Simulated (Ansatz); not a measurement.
# HMgN: the cost of one run

Computed with Ansatz 0.2.0, Gaussian basis. Level: def2-QZVPP, all electrons in the functionals.

Plan: PBE, BLYP, r2SCAN, B97M-V, PBE0, B3LYP, at charge 0, triplet; charge 0, singlet; charge 0, quintet; charge 1, doublet; charge 1, quartet.

2 further runs of the same task are left out: 2 set aside as unsound or not needed.

**1. The geometry**

The geometry is a PBE0/def2-TZVP stationary point (not a proven minimum).

3 atoms, charge 0, spin multiplicity 3.

Atoms are counted from 1 here; the program's logs count them from 0.

Bond lengths: N1–Mg2 1.882 Å, N1–H3 1.011 Å. Angles: Mg2–N1–H3 180.0°.

Geometry (Å):

```xyz
3

N     0.0000    0.0000    0.2902
Mg    0.0000    0.0000   -1.5915
H     0.0000    0.0000    1.3012
```

No dispersion term is added; B97M-V holds VV10 nonlocal correlation. B3LYP takes the VWN-RPA correlation.

The geometry shown and the zero of energy belong to the point charge 0, triplet. The yardstick, UCCSD(T), and other wave-function levels (R restricted, U unrestricted, valence and pair active spaces) come from earlier runs.

**2. PBE, charge 0, triplet**

Input file in.yaml:

```yaml
crystal:
  periodic: [false, false, false]
  atoms:
    - {symbol: N, position_ang: [0.000000, 0.000000, 0.290233]}
    - {symbol: Mg, position_ang: [0.000000, 0.000000, -1.591467]}
    - {symbol: H, position_ang: [0.000000, 0.000000, 1.301233]}
basis:
  gaussian: {orbitals: "def2-QZVPP.json"}
magnetization: {spin_polarized: true, initial_magnetization: 2}
hamiltonian: {xc: {name: PBE}}
output: {orbitals: {seedname: orbitals}}
```

Command:

```console
$ ansatz run in.yaml --threads 1 --pin off --events-out ev --progress --plain --max-ram 2393MiB
```

**Question.** How long does this run take on 1 thread of AMD EPYC 7R43, shared host?

About 4.9 s.
